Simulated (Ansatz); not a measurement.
Input for Ansatz (development build ahead of 0.2.0):

```yaml
crystal:
  periodic: [false, false, false]
  atoms:
    - { symbol: B, position_ang: [0.0, 0.0, 0.0] }
    - { symbol: B, position_ang: [0.0, 0.0, 2.385] }
basis:
  gaussian: { orbitals: STO-3G }
hamiltonian:
  xc: hf
correlation:
  method: fci
  frozen_orbitals: { B: 1 }
```

The input is written out in the form of the current development build from the run's settings.

The run gave:

```yaml
Converged: yes
Reference_energy: -48.29165 hartree
Correlation_energy: -0.13149 hartree
Total_energy: -48.42314 hartree
State: lowest singlet root, of any spatial symmetry
```

Caution: another spin multiplicity may lie lower.
